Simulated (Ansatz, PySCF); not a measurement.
Potential energy curve for H2, singlet.

Levels of theory: RKS-B3LYP/6-31G* = restricted B3LYP/6-31G*, spherical d run with PySCF; FCI = full CI/aug-cc-pVQZ, frozen core run with Ansatz (a quantum-chemistry and plane-wave program).

Energies relative to the lowest point of each curve near equilibrium, in mEh:

```tsv
R / Å	RKS-B3LYP/6-31G*
0.65	7.1
0.72	0.3
0.83	4.3
0.85	6.2
0.93	16.3
1.02	30.5
1.12	47.9
1.48	110.4
1.68	140.4
1.85	162.6
2.63	229.9
2.99	247.0
```

What does FCI give at the same points?

0.65: 6.8; 0.72: 0.3; 0.83: 4.2; 0.85: 6.1; 0.93: 16.0; 1.02: 29.8; 1.12: 46.6; 1.48: 103.3; 1.68: 127.0; 1.85: 142.1; 2.63: 170.0; 2.99: 172.5 (mEh).

The restricted form behind RKS-B3LYP/6-31G* keeps the bonding electrons paired and can't separate into open-shell fragments.
